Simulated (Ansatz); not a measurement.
Geometry optimisation, RKS B3LYP/def2-mTZVP in Ansatz.

input.yaml

```yaml
crystal:
  periodic: [false, false, false]
  atoms:
    - { symbol: B, position_ang: [0.0, 0.0, 0.0] }
    - { symbol: H, position_ang: [0.6594, 0.0, 1.2237] }
    - { symbol: C, position_ang: [1.7899, 0.0, 0.1905] }
    - { symbol: H, position_ang: [2.1194, -1.0462, 0.0203] }
    - { symbol: H, position_ang: [1.6534, 0.508, -0.7869] }
    - { symbol: H, position_ang: [2.5594, 0.5381, 0.7823] }
    - { symbol: C, position_ang: [-1.3856, 0.0, -0.8] }
    - { symbol: H, position_ang: [-1.9458, -0.9305, -0.5708] }
    - { symbol: H, position_ang: [-1.9898, 0.8797, -0.4946] }
    - { symbol: H, position_ang: [-1.1839, 0.0508, -1.8903] }
basis:
  gaussian: { orbitals: def2-mTZVP }
hamiltonian:
  xc: b3lyp
relax:
  f_tol: 0.15
  max_steps: 25
  restrain:
    - { distance: [1, 2], at: 1.11, k: 30.0 }
    - { distance: [0, 1], at: 2.39, k: 30.0 }
    - { distance: [0, 2], at: 2.8, k: 30.0 }
```

Launched with:

```bash
$ ansatz run input.yaml --threads 1 --pin off --max-ram 2048MiB --backend cpu --events-out ev --progress --plain --runs-dir out
```

Where does it end, and by what steps?

It converged. The restraints hold the end off the free minimum. After 18 steps the energy has fallen by 1.944 eV (the restraints' own energy left out); B1 moved furthest, 1.22 Å. Parted: B1–C3 (1.80 → 2.82 Å). Joined: H2–C3 (1.53 → 1.10 Å).

```
step  energy less start (eV)  largest force component (eV/Å)  accepted
   0                  0.0000                           5.830       yes
   1                  2.0693                           8.180       yes
   2                  2.8310                           6.688       yes
   3                  2.0613                           9.275       yes
   4                  0.2045                           2.646       yes
   5                 -0.6140                           1.616       yes
   6                 -1.2879                           1.209       yes
   7                 -1.6506                           1.568       yes
   8                 -1.7735                           0.886       yes
   9                 -1.8344                           0.694       yes
  10                 -1.8800                           0.664       yes
  11                 -1.9111                           0.651       yes
  12                 -1.9293                           0.591       yes
  13                 -1.9313                           0.553        no
  14                 -1.9330                           0.560       yes
  15                 -1.9368                           0.560       yes
  16                 -1.9376                           0.569        no
  17                 -1.9401                           0.555       yes
  18                 -1.9437                           0.550       yes
```

```xyz
10
Properties=species:S:1:pos:R:3
B -0.959 0.387 0.642
H 1.353 0.194 1.229
C 1.807 0.009 0.246
H 1.397 -0.900 -0.194
H 1.624 0.860 -0.409
H 2.885 -0.116 0.364
C -1.361 -0.028 -0.787
H -1.490 -1.119 -0.845
H -2.333 0.435 -1.014
H -0.646 0.277 -1.559
```

Time of the run: 51 s on 1 thread of Arm Neoverse V1, with other jobs on the host, peak memory 0.13 GiB.
